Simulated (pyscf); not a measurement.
This saddle point was located with ωB97X-D3(BJ)/def2-SVP in PySCF.

```xyz
14

C     -1.8761     0.2382     0.5923
N     -0.5006    -0.1985     0.4700
C     -0.1522    -0.5489    -0.8913
H     -2.5471    -0.6241     0.4289
H     -2.0620     0.6179     1.6091
H     -2.1680     1.0240    -0.1365
H      0.1793     0.7531     0.7553
H     -0.4218     0.2250    -1.6412
H      0.9287    -0.7457    -0.9651
H     -0.6816    -1.4764    -1.1747
C      0.7715     2.0045     0.7802
H      0.4982     2.4102     1.7626
H      1.8433     1.7940     0.6735
H      0.3462     2.5653    -0.0622
```
Charge 0, spin multiplicity 2.

Surface: doublet, charge 0. Lowest wavenumbers (cm⁻¹): 1917i, 43, 137, 166, 208.

Problem. What reaction is this the transition state of?

Solution. H₃C–NH–CH₃ (SMILES CNC) + CH₃• (SMILES [CH3]) ⇌ H₃C–N•–CH₃ (SMILES C[N]C) + CH₄ (SMILES C), a hydrogen abstraction read from left to right: H–N broken and C–H formed. At ωB97M-D3(BJ)/def2-TZVP it lies +9.3 kcal/mol from the left side and +21.5 kcal/mol from the right (each side as separated species at their lowest minima found). H₃C–NH–CH₃ lies 7.8 kcal/mol over its isomer H₃C–CH₂–NH₂ (electronic energy, ωB97M-D3(BJ)/def2-TZVP). H₃C–N•–CH₃ lies 10.2 kcal/mol over its isomer H₃C–CH•–NH₂ (electronic energy, ωB97M-D3(BJ)/def2-TZVP). One saddle was located; it need not be the lowest between these sides. The angle at the transferred H is 164°.
